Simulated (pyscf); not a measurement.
PySCF, gas phase, ωB97X-D3(BJ)/def2-SVP geometries.

Q: For the elementary gas-phase step `[CH4]` + `[CH3][AlH][OH]` -> `[CH3][AlH][CH3]` + `[OH2]` (singlet surface; C–H, Al–O broken, Al–C, H–O formed), what barrier and reaction energy does ωB97M-D3(BJ)/def2-TZVP give, measured from the separated reactants?

A: ΔE‡ = 1.45 eV, ΔE = +1.60 eV. Zero-point energy shifts the barrier by -0.03 eV. It is a four-centre exchange, with an imaginary mode of 1330i cm⁻¹. On the product side the descent ends in an adduct with a Al–O contact, 0.89 eV under the separated species and 0.71 eV under the saddle at ωB97X-D3(BJ)/def2-TZVP. At ωB97M-D3(BJ) the saddle lies under the separated products, which points to a path from their complex (located at ωB97X-D3(BJ) alone), and parting the products costs more than the saddle. What is counted as broken (Al–O) persists as a longer contact in the product adduct; parting that adduct is a step of its own. At the saddle there is also a short Al–H contact that neither side keeps. This is the saddle that the search found; another between the same sides may lie lower.
